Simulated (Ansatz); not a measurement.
A made-up structure of CH3LiN (charge +1), closed shell:

Li1  (-2.197, -0.299, -0.941)
C2  (-0.362, -0.402, -0.003)
N3  (0.611, 0.434, 0.110)
H4  (-3.660, -0.362, -0.319)
H5  (0.574, 1.357, -0.306)
H6  (1.472, 0.236, 0.614)
(Å)

It is relaxed with PBE-D4/def2-SVP and then PBE0-D4/def2-TZVP (Ansatz 0.2.0). Atoms count as bonded within 1.22 times the sum of their covalent radii (H–H: 0.88 Å). The end point is not checked to be a true minimum.

(1) Does its bonding change? (Judge from chemistry; the calculation decides.)

## Answers

(1) Computed: Yes. Formed: C2–H4; broken: Li1–H4.

Where it ends: The first stage lowers the energy by 5.57 eV in 24 steps. It ends as CH₃LiN ([Li][CH][NH2]), total charge +1:
Li1  (-2.314, 0.510, -1.790)
C2  (-1.109, 0.005, -0.193)
N3  (0.116, 0.276, 0.099)
H4  (-1.533, -0.619, 0.605)
H5  (0.696, 0.844, -0.507)
H6  (0.582, -0.051, 0.941)
(Å)

Labels in which every atom is bracketed show which atoms are joined, not bond orders.

For scale, one of the runs: PBE0-D4/def2-TZVP relaxation, 94 basis functions, launched by `ansatz run in.yaml --threads 2 --pin off --events-out ev --progress --plain --max-ram 4352MiB`. Hardware: 2 CPU threads of an AMD EPYC 9R45, shared host. Wall time about 3.3 s.
